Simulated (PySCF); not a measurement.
Worked example: InH, triplet against InH, singlet

Geometry (PBE0/def2-TZVP stationary point of a singlet), kept for both states (InH, singlet: Σ⁺; InH, triplet: Π):

| atom | x (Å) | y (Å) | z (Å) |
| --- | --- | --- | --- |
| In | 0.0000 | 0.0000 | 0.0000 |
| H | 0.0000 | 0.0000 | 1.8498 |

Basis def2-TZVPP with its core potentials; PySCF 2.14.0. Only valence electrons are correlated (noble-gas cores and the filled d shells of p-block atoms frozen). R marks a restricted (for open shells ROHF) determinant. No spin–orbit coupling is included; scalar relativity enters through the core potentials alone.

Full CI is exact within this basis and frozen core; it isn't the basis-set limit.

```csv
level,"E(InH, singlet) (hartree)","E(InH, triplet) (hartree)"
RCCSD(T),-189.850481,-189.777064
PBE,-190.714575,-190.638440
wB97M-V,-190.656314,-190.577186
full CI,-189.850803,-189.777561
```

Question: Give the vertical gap, InH triplet less InH singlet, at each level in eV (1 hartree = 27.2114 eV), and each error against full CI.

Answer: full CI: (-189.777561 − (-189.850803)) × 27.2114 = 1.993 eV (the reference)
wB97M-V: (-190.577186 − (-190.656314)) × 27.2114 = 2.153 eV, error 0.160 eV
PBE: (-190.638440 − (-190.714575)) × 27.2114 = 2.072 eV, error 0.079 eV
RCCSD(T): (-189.777064 − (-189.850481)) × 27.2114 = 1.998 eV, error 0.005 eV

Total energies of functionals can't be set beside those of wave-function methods, since they hold the core's correlation and their own absolute errors; only the differences compare.

Each level lands on the state that its own search finds. T1 diagnostics of restricted CCSD: 0.012 and 0.046.
